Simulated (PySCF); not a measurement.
Core-level binding energies of `[C-]#CC#C`

C4H (charge -1).
Atom-mapped SMILES: `[C-:1]#[C:2][C:3]#[CH:4]`

Computed with delta-SCF UKS SCAN, pcX-2 on the ionised atom, pcseg-1 elsewhere, spin-free X2C (PySCF 2.14.0). Each binding energy is the total energy of the core-ionised species, with the hole localised on one atom, minus that of the ground state; both are solved self-consistently, so orbital relaxation is included.

Problem. List the computed XPS lines with their assignment.

Solution. 
```csv
atom(s),environment,level,binding energy (eV),above the level's lowest (eV),count
C4,terminal alkyne carbon,C 1s,284.79,+0.70,1
C2,carbon bonded to 2 C,C 1s,284.09,0.00,1
```

The listed C 1s values span 0.70 eV, from C2 (bonded to C (triple bond) and C) to C4 (bonded to C (triple bond) and H). Summing the Pauling electronegativity differences to the bonded atoms, each weighted by its formal bond order, gives 0.00 for the lowest site and -0.35 for the highest; the largest sum, 0.00, belongs to C2, 0.70 eV below the top. The smallest sum, -0.35, belongs to C4, 0.70 eV above the lowest.

Problem. Give the binding energy of C 1s of C4 in hartree and in kJ/mol.

Solution. 284.79 eV = 10.4658 Eh = 27478 kJ/mol.

The list is incomplete; no value stands for C 1s of C1, C3 (hole states with ⟨S²⟩ of 1 or more are left out). The unrestricted hole states depart most from a pure doublet (⟨S²⟩ = 0.75; over 0.85 named) for C 1s of C2 (0.85), which makes this value less certain. The species carries charge -1, so core ionisation leaves a neutral species. The basis sets have no added diffuse functions. Isolated species at its PBE0-D3(BJ)/def2-SVP geometry, gas phase. The geometry's basis has no diffuse functions, a weakness for an anion.
